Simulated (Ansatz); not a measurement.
HB–AlH, singlet: the ladder up to full CI

Geometry: that of the HB–AlH, triplet, kept fixed. The triplet lies 0.6 eV lower here.

```xyz
4

B     0.0000    0.0000    1.0513
Al    0.0000    0.0000   -0.8575
H     0.0000    0.0000    2.2344
H     0.0000    0.0000   -2.4283
```

Basis 6-31G; Ansatz 0.2.0. Only valence electrons are correlated (noble-gas cores frozen), which leaves 8 electrons in 20 orbitals. R marks a restricted (for open shells ROHF) determinant, U an unrestricted one. Active spaces: valence = (8e, 10o) chosen from the atoms' valence shells.

Full CI is exact within this basis and frozen core; it isn't the basis-set limit. The frozen core follows each run's orbitals, which can shift R against U totals by a few meV.

The determinant fills πx and πy unequally, so it is a mixture of Σ and Δ, which weighs on every level built on one determinant.

* UHF ⟨S²⟩: 1.000
* T1 diagnostic (RCCSD): 0.0145
* largest doubles amplitude (RCCSD): 0.185

| level | E − E(full CI) (kJ/mol) | share of correlation (%) | wall time |
| --- | --- | --- | --- |
| RHF | 311.5 | 0.00 | – |
| UHF† | 241.2 | – | – |
| RMP2 | 94.9 | 69.54 | – |
| UMP2† | 45.1 | – | – |
| CISD | 38.4 | 87.68 | 0.48 s |
| RCCSD | 19.1 | 93.87 | – |
| UCCSD*† | -31.5 | – | – |
| RCCSD(T) | 10.5 | 96.62 | 0.51 s |
| UCCSD(T)*† | -45.4 | – | 2.1 s |
| BCCD(T) | 10.6 | 96.60 | 0.45 s |
| RCCSDT* | 3.2 | 98.96 | – |
| UCCSDT*† | -60.7 | – | – |
| CISDTQ | 4.3 | 98.62 | 2.1 s |
| RCCSDT(Q)* | 0.0 | 100.00 | 1 s |
| UCCSDT(Q)*† | -63.3 | – | 5 s |
| RCCSDTQ* | 0.2 | 99.95 | 11 s |
| CASSCF (valence space) | 61.2 | 80.35 | – |
| NEVPT2 (valence space) | 19.1 | 93.87 | 7 s |
| MRCISD (valence space) | 1.5 | 99.51 | – |
| MRCISD+Q (valence space) | 0.5 | 99.84 | 12 s |

An asterisk marks runs whose energy the program itself flagged as in doubt. A dagger marks rows that describe another state than the reference (another or a broken symmetry, a higher spin or other natural occupations), so the difference holds a gap between states beside the method's error.

The correlation energy at full CI, counted from RHF, is -3.228 eV. That run took 36 s on 1 thread of AMD EPYC 7B13, shared host over 5,896,681 determinants.

Times hold each run's SCF and search for its determinant on a shared host, so for small cases they say little of a method's own cost; they ran on 1 thread of AMD EPYC 7B13. Some runs computed forces too.

Unrestricted levels hold only the spin's projection, and here they fall towards a lower state of higher spin.

The full-CI state has the irrep A1 of C2v, in the program's axes (one component, if the state is degenerate).

Natural occupations of full CI about the gap: 1.968 1.963 1.951 0.953 0.941 0.057 0.057 0.051 0.021 0.013; effectively unpaired electrons, Σ n²(2−n)², 2.04. No single determinant describes this state well, so single-reference rows can miss without a flag.
